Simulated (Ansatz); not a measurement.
Reading a saddle point

A first-order saddle point of C2H7Al, singlet, PBE0-D4/def2-TZVP, with one imaginary mode of 685i cm⁻¹:

Al1  (-1.220, -0.311, 0.202)
C2  (0.549, 0.909, 0.240)
C3  (0.972, -0.261, -0.380)
H4  (-0.298, -1.468, -0.555)
H5  (-2.203, 0.349, -0.849)
H6  (-1.498, -0.754, 1.697)
H7  (0.314, 1.780, -0.360)
H8  (0.766, 1.069, 1.289)
H9  (1.531, -1.007, 0.171)
H10  (1.087, -0.305, -1.456)
(Å)

Computed with Ansatz 0.2.0 (basis: def2-TZVPP and def2-QZVPP); correlated methods freeze the cores. Extrapolation: Hartree–Fock as exp(−7.88 √X), correlation as X^−2.97.

Task: Which contacts change along the imaginary mode, and what lies on either side? (Judge from chemistry; the calculation decides.)

Result: The calculation gives: The step is C₂H₇Al ([CH3][CH2][AlH2]) → C₂H₄ (C=C) + AlH₃, with the molecules in contact on both sides. Shortening one way: Al1–H4; lengthening the same way: Al1–C2, C3–H4.
```json
{"pair": "Al1–H4", "one side (Å)": "3.20", "saddle (Å)": "1.66", "other side (Å)": "1.60"}
{"pair": "Al1–C2", "one side (Å)": "1.96", "saddle (Å)": "2.15", "other side (Å)": "2.49"}
{"pair": "C3–H4", "one side (Å)": "1.09", "saddle (Å)": "1.76", "other side (Å)": "2.79"}
```

Task: Which side is lower, and how far does the saddle lie above each? (To be estimated.)

Result: Computed: The side with Al1–C2, C3–H4 short is lower by 0.875 eV; the saddle lies 1.390 eV above it and 0.514 eV above the other (CCSD(T) at an estimated basis limit (MP2 extrapolated from triple and quadruple zeta, plus CCSD(T) − MP2 in triple zeta); electronic energies).

No T1 diagnostic of these runs exceeds 0.016.

Such eliminations are a main way in which metal alkyl precursors decompose in metal-organic vapour deposition.

Labels in which every atom is bracketed show which atoms are joined, not bond orders.

For scale, one of the runs: CCSD(T)/def2-TZVPP, 202 basis functions, launched by `ansatz run in.yaml --threads 2 --pin off --events-out ev --progress --plain --max-ram 4352MiB`. Hardware: 2 CPU threads of an AMD EPYC 7R13, shared host. Wall time 39 s; peak host memory 2.5 GiB.
